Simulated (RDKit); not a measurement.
RDKit input (UFF):

```python
from rdkit import Chem
from rdkit.Chem import AllChem, rdDetermineBonds

mol = Chem.MolFromXYZFile('mol.xyz')
rdDetermineBonds.DetermineBonds(mol, charge=-1)
print('SMILES', Chem.MolToSmiles(Chem.RemoveHs(mol)))
ff = AllChem.UFFGetMoleculeForceField(mol)
e0 = ff.CalcEnergy()
flag = ff.Minimize(maxIts=5000, forceTol=1e-5)
print(f'energy {e0:.4f} -> {ff.CalcEnergy():.4f} kcal/mol, converged: {flag == 0}')
print(Chem.MolToXYZBlock(mol))
```
mol.xyz:
```
11

O      0.04506196    -0.76326742    -0.00033480
C      0.02554004     0.62401008     0.00008452
C      1.39881450    -1.38514142    -0.00460205
C     -1.41891819     1.12299125     0.00459498
H      0.56425370     1.02806812     0.88086636
H      0.55890179     1.02852619    -0.88373893
H      1.91752030    -0.92164996    -0.88283989
H      1.92283869    -0.92210516     0.87071378
H     -1.94842248     0.75240963    -0.87706723
H     -1.94306535     0.75195111     0.88926030
H     -1.46514037     2.21777999     0.00501936
```

From the last part of the output:

```
SMILES [CH2-]OCC
energy 15.4311 -> 5.1317 kcal/mol, converged: True
11

O      0.044647   -0.793043   -0.000126
C      0.031961    0.617860   -0.000005
C      1.380464   -1.240624   -0.004385
C     -1.409153    1.104666    0.004590
H      0.537709    1.018809    0.908320
H      0.531943    1.018913   -0.911471
H      1.917959   -0.938210   -0.930476
H      1.923818   -0.938317    0.918314
H     -1.938468    0.734314   -0.898962
H     -1.932730    0.734213    0.911437
H     -1.430766    2.214992    0.004720
```

The dipole moment of an ion depends on the origin.
